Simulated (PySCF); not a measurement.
Gas-phase reaction: 3 i-Si4H10 = 3 Si2H6 + 2 c-Si3H6

Computed with PySCF and rigid-rotor harmonic-oscillator thermochemistry at 1 bar. † marks an energy on the PBE0/def2-TZVP geometry and frequencies; other levels use their own. MP2 and CCSD(T) freeze the core. All species are closed-shell singlets. c-Si3H6: computed as isolated molecules; such fragments, hydroxides, amides, oligomers or adducts are transient or little studied in the gas. MP2 isn't extrapolated to the basis-set limit. CCSD(T) isn't extrapolated to the basis-set limit.

```
level               ΔH°(298 K), kJ
------------------  --------------
BLYP/def2-TZVP†                263
CCSD(T)/def2-SVP†       (withheld)
M06-2X/def2-TZVP†              304
MP2/def2-SVP†                  327
MP2/def2-TZVPP†                323
PBE/def2-SVP            (withheld)
PBE0/def2-SVP†          (withheld)
PBE0/def2-TZVP                 295
LDA/def2-TZVP†          (withheld)
ωB97X-V/def2-TZVP†             319
```

**Question.** Fill in the missing entries.

**Answer.** 
- CCSD(T)/def2-SVP†, ΔH°(298 K), kJ: 317
- PBE/def2-SVP, ΔH°(298 K), kJ: 291
- PBE0/def2-SVP†, ΔH°(298 K), kJ: 306
- LDA/def2-TZVP†, ΔH°(298 K), kJ: 306
